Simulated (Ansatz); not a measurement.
AlH4PSi, SMILES [AlH]1[SiH2][PH]1, a short molecular-dynamics run

With Ansatz 0.2.0 through its Python package.

Run as a notebook:

```python
import ansatz as az
import numpy as np
```

```python
system = (
    az.Crystal.molecule()
    .atom("Al", (-1.1652, -0.5999, -0.5214))
    .atom("Si", (0.3571, 0.8982, 0.464))
    .atom("P", (0.6089, -1.2453, 0.738))
    .atom("H", (-2.4041, -0.8398, -1.4665))
    .atom("H", (1.3313, 1.5109, -0.4713))
    .atom("H", (-0.1536, 1.6289, 1.6429))
    .atom("H", (1.4869, -1.4209, -0.4314))
)
```

```python
setup = (
    system.calculation()
    .basis(gaussian="def2-SVP")
    .functional("pbe")
    .md("nvt_nose_hoover", timestep=0.5, steps=20, temperature=800, initial_velocities="maxwell_boltzmann", seed=58, thermostat_time=10)
)
frames = []
setup.session().plan().execute(on_event=lambda e: frames.append(e["data"]) if e["event"] == "md_step" else None)
print("t (fs)   E_pot (eV)      E_kin (eV)   T (K)   d(0-1) (A)")
for f in frames[::1]:
    xyz = np.array(f["positions_ang"])
    print(f"{f['time_fs']:6.2f} {f['lagrangian_ev']:14.5f} {f['e_kin_ev']:10.5f} {f['temperature_k']:8.1f} {np.linalg.norm(xyz[0] - xyz[1]):9.4f}")
kept = np.array([f["conserved_ev"] for f in frames])
print(f"conserved energy moves by at most {1000 * np.ptp(kept):.3f} meV")
```

    t (fs)   E_pot (eV)      E_kin (eV)   T (K)   d(0-1) (A)
      0.00   -23807.34781    0.51704    800.0    2.3522
      0.50   -23807.34018    0.50937    788.1    2.3483
      1.00   -23807.31412    0.48355    748.2    2.3444
      1.50   -23807.27307    0.44313    685.6    2.3404
      2.00   -23807.22400    0.39514    611.4    2.3365
      2.50   -23807.17638    0.34904    540.1    2.3325
      3.00   -23807.14032    0.31484    487.1    2.3284
      3.50   -23807.12410    0.30075    465.3    2.3243
      4.00   -23807.13204    0.31114    481.4    2.3202
      4.50   -23807.16336    0.34553    534.6    2.3160
      5.00   -23807.21275    0.39898    617.3    2.3117
      5.50   -23807.27212    0.46376    717.6    2.3075
      6.00   -23807.33288    0.53140    822.2    2.3034
      6.50   -23807.38781    0.59449    919.8    2.2994
      7.00   -23807.43195    0.64768   1002.1    2.2955
      7.50   -23807.46271    0.68779   1064.2    2.2919
      8.00   -23807.47935    0.71353   1104.0    2.2885
      8.50   -23807.48233    0.72490   1121.6    2.2854
      9.00   -23807.47283    0.72276   1118.3    2.2827
      9.50   -23807.45248    0.70862   1096.4    2.2802
     10.00   -23807.42344    0.68467   1059.4    2.2781
    conserved energy moves by at most 2.653 meV

Notes:
- Total energies depend on the basis set; only differences at equal settings carry meaning.
- The trajectory is only some femtoseconds long, so its temperature is not equilibrated; where the script doesn't relax first, it starts from a rough generated geometry.
- The temperature counts the internal degrees of freedom alone.
- Hardware and time: 38 s on 1 thread of Arm Neoverse V2, on a shared host, peak memory 0.2 GiB.

(Lines on the test bed's own set-up are left out of the output.)
